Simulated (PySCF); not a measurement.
**Spin states of LiS**

Unrestricted PBE0; PySCF, no relativity, basis sets Li 6-311G(d,p), S 6-311G(d,p). Outer shells of the fragments: Li 2s1; S 3s2 3p4.

Followed along the bond (rough minima from three points):

```
2Ms+1   unpaired  ⟨S²⟩ at the start  R at minimum (Å)  Te (eV)
    2        π ↑               0.75              2.16     0.00
    2        σ ↑               0.75              2.07     0.64
    4  σ ↑, π ↑↑               3.75  none in the scan   ≤ 3.09
```

Solutions found at the starting distance of 2.270 Å, counted from the lowest of them; the search is not exhaustive and high or unbound solutions are not listed, so other states can lie among these:

```tsv
2Ms+1	unpaired	term	E (eV)	⟨S²⟩	⟨Lz²⟩	μ (D)
2	π ↑	²Π	0.00	0.75	1.01	-7.66
2	σ ↑	²Σ⁺	0.70	0.75	0.00	-7.58
4	σ ↑, π ↑↑	⁴Σ⁻	3.16	3.75	0.00	3.69
2	σ ↓, π ↑↑	mixed	3.21	1.75	0.00	4.15
2	σ ↑, π ↑↓	mixed	3.63	1.76	2.01	3.90
4	σ ↑↑, π ↑	⁴Π	3.73	3.75	1.01	3.88
4	π ↑↑↑	⁴Π	4.41	3.75	1.00	1.83
4	σ ↑, π ↑↑	mixed	4.97	3.75	2.01	1.74
4	σ ↑, π ↑↑	mixed	5.10	3.75	2.01	1.86
```

A term symbol is given only where ⟨S²⟩ and ⟨Lz²⟩ are close to those of a pure state; real π, δ and φ orbitals otherwise mix terms. A positive dipole means Li(−)S(+).

Compare the gap between the two lowest followed solutions at the starting distance with the gap between their minima.

At PBE0 the second solution (doublet, unpaired electrons σ ↑) lies +0.70 eV from the first (doublet, unpaired electrons π ↑) at 2.270 Å and +0.64 eV at the minima; the two curves relax by different amounts, since their minima lie near 2.07 and 2.16 Å.

Counting both spins, an empty level lies below a filled one in some of these solutions, because spin and occupation are held.
